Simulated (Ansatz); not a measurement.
Relaxation of BH5N2 (8 atoms, charge 0, multiplicity 1), to a largest force component of 0.03 eV/Å in at most 50 steps.

The calculation used RKS r2SCAN-D4/def2-SVP (Ansatz).

```xyz
8
Properties=species:S:1:pos:R:3
B -0.764 -0.495 0.562
H 1.504 -0.067 1.175
N 1.891 0.164 0.239
H 1.663 -0.621 -0.369
H 1.402 0.993 -0.093
N -1.137 -0.091 -0.709
H -2.121 -0.188 -0.961
H -0.562 0.304 -1.448
```

Problem. Where does it end, and by what steps?

Solution. The run converged. After 5 steps the energy has fallen by 0.025 eV; H4 moved furthest, 0.24 Å.

| step | energy less start (eV) | largest force component (eV/Å) | accepted |
| --- | --- | --- | --- |
| 0 | 0.0000 | 0.632 | yes |
| 1 | -0.0104 | 0.660 | yes |
| 2 | -0.0119 | 0.390 | yes |
| 3 | -0.0200 | 0.213 | yes |
| 4 | -0.0124 | 0.352 | no |
| 5 | -0.0246 | 0.020 | yes |

```xyz
8
Properties=species:S:1:pos:R:3
B -0.857 -0.408 0.584
H 1.377 -0.141 1.082
N 1.995 0.159 0.320
H 1.883 -0.530 -0.424
H 1.612 1.039 -0.026
N -1.253 -0.114 -0.709
H -2.234 -0.203 -0.971
H -0.645 0.198 -1.461
```

Whether the end is a true minimum wasn't checked by a vibrational analysis.

The run took 16 s on 1 thread of Arm Neoverse V2, on a shared host, peak memory 0.12 GiB.
